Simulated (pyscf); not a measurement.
This saddle point was located with ωB97X-D3(BJ)/def2-SVP in PySCF.

```xyz
8

Ge    -1.0270    -1.3117     1.0090
Ge     0.3245     0.5805     0.4882
Cl     0.7331     2.3391     1.7211
H     -0.1762     1.1836    -0.8460
H     -0.1152    -2.3848     1.6452
H     -2.3651    -1.3594     1.8022
H      0.1138    -1.4189    -0.6089
H      0.9569    -0.9709    -0.4827
```
Charge 0, spin multiplicity 1.

Surface: singlet, charge 0. Lowest wavenumbers (cm⁻¹): 643i, 72, 172, 264, 403.

What reaction is this the transition state of?

Cl–GeH₂–GeH₃ <-> Cl–GeH=GeH₂ + hydrogen (H₂), an elimination read from left to right: Ge–H, Ge–H broken and H–H formed. At ωB97M-D3(BJ)/def2-TZVP it lies +278.2 kJ/mol from the left side and +93.3 kJ/mol from the right (each side as separated species at their lowest minima found). The same reactants have a lower exit, to Cl–GeH₃ + GeH₂ [singlet] (barrier +189.2 kJ/mol at ωB97M-D3(BJ)/def2-TZVP, against +278.2 kJ/mol here). Cl–GeH=GeH₂ may be a fragile minimum: a first optimisation, from another start, lost the drawn bonds. Cl–GeH=GeH₂ lies 61.1 kJ/mol over its isomer Cl–Ge:–GeH₃ [singlet] (electronic energy, ωB97M-D3(BJ)/def2-TZVP). This is the saddle that the search found; another between the same sides may lie lower. Elements up to Kr have no core potential and no relativistic terms here.
